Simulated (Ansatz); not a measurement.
# How far each method lies from RCCSDTQ for C4H10, singlet

Geometry: MP2(full)/6-31G*, from the G2/97 set.

```xyz
14

C     0.7026    1.8209    0.0000
C     0.7026    0.2963    0.0000
C    -0.7026   -0.2963    0.0000
C    -0.7026   -1.8209    0.0000
H     1.7198    2.2223    0.0000
H    -1.7198   -2.2223    0.0000
H     0.1882    2.2104    0.8836
H     0.1882    2.2104   -0.8836
H    -0.1882   -2.2104    0.8836
H    -0.1882   -2.2104   -0.8836
H     1.2477   -0.0727   -0.8776
H     1.2477   -0.0727    0.8776
H    -1.2477    0.0727   -0.8776
H    -1.2477    0.0727    0.8776
```

Basis STO-3G; Ansatz 0.2.0. Only valence electrons are correlated (noble-gas cores frozen), which leaves 26 electrons in 26 orbitals. Prefix R: restricted or restricted open-shell reference. Active spaces: frontier = (8e, 8o) about the gap.

Full CI isn't at hand for all of this; RCCSDTQ serves as the reference, and is uncertain by about the last step of the cluster series.

* UHF ⟨S²⟩: 0.000
* T1 diagnostic (RCCSD): 0.0011
* largest doubles amplitude (RCCSD): 0.034

```json
{"level": "RMP2", "E − E(RHF) (eV)": "-5.6800"}
{"level": "RCCSD", "E − E(RHF) (eV)": "-7.6210"}
{"level": "RCCSD(T)", "E − E(RHF) (eV)": "-7.6587"}
```

(1) Estimate how far RCCSDTQ in STO-3G lies from RCCSD(T). The table doesn't fix it; the size of (T) and the diagnostics are the guide.

(1) RCCSDTQ in STO-3G lies 1.6 kJ/mol below RCCSD(T), which is 44 % of the (T) step (-3.6 kJ/mol). The diagnostics give no warning, yet the rest is a sizeable part of (T).

The other levels:

```csv
level,E − E(RCCSDTQ) (kJ/mol),share of correlation (%),wall time
CISD,84.6,88.57,1.5 s
BCCD(T),1.6,99.79,0.39 s
RCCSDT,0.7,99.90,–
CISDTQ,6.1,99.18,2.6 min (H100)
RCCSDT(Q),0.1,99.99,3.9 s
CASSCF (frontier space),548.1,25.99,–
NEVPT2 (frontier space),146.1,80.27,7.5 s
MRCISD (frontier space),48.4,93.47,–
MRCISD+Q (frontier space),1.4,99.81,9 s
```

The correlation energy at RCCSDTQ, counted from RHF, is -7.675 eV. That run took 15 s on 5 threads of AMD EPYC 7R13 with a whole H100 80 GB, shared host.

Times hold each run's SCF and search for its determinant on a shared host, so for small cases they say little of a method's own cost; rows without a card ran on 1 thread of AMD EPYC 7R13.

Atomization energy (electronic, same basis, no zero-point term; atoms at the same level, unrestricted beside the R rows where the molecule is a closed shell, with restricted open-shell steps beyond CCSDT(Q)) at RCCSDTQ: 5794.7 kJ/mol. Errors of other levels:

```csv
level,error (kJ/mol)
RHF,-528.1
RMP2,-83.4
CISD,-84.6
RCCSD,-5.3
RCCSD(T),-1.6
BCCD(T),-1.6
RCCSDT,-0.8
CISDTQ,-6.1
RCCSDT(Q),-0.1
```

This basis is far from its limit, so the value isn't to be set against a measured one. Truncated CI isn't size-consistent, which counts against it in atomization.
